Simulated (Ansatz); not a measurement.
`CCOC=O` → `COC(C)=O`  (isomerisation)

Isolated molecules relaxed with PBE0-D4/def2-TZVP in Ansatz; ΔE leaves out vibrations. CCSD(T)/CBS adds triple-zeta CCSD(T) − MP2 to the extrapolated MP2 energy (def2 sets, frozen cores). DFT in def2-TZVPP. One conformer a species, not always the lowest.

Question: Is it downhill or uphill in electronic energy at CCSD(T)/CBS, and by how much? (Best estimate.)

Answer: Computed: Downhill: ΔE = -17.0 kJ/mol.

Question: What do these levels give: PBE-D4, PBE, PBE0, MP2/def2-TZVPP, CCSD/def2-TZVPP, HF/CBS(def2)? (Best estimate.)

Answer: Computed: PBE-D4 -16.8, PBE -17.3, PBE0 -19.4, MP2/def2-TZVPP -16.1, CCSD/def2-TZVPP -17.4, HF/CBS(def2) -22.7 kJ/mol.

Largest T1 diagnostic among the species: 0.014.

In def2-TZVPP, CCSD(T) changes the Hartree–Fock value by +6.0 kJ/mol (the triples alone add +0.9 kJ/mol) and MP2 by +6.4 kJ/mol.
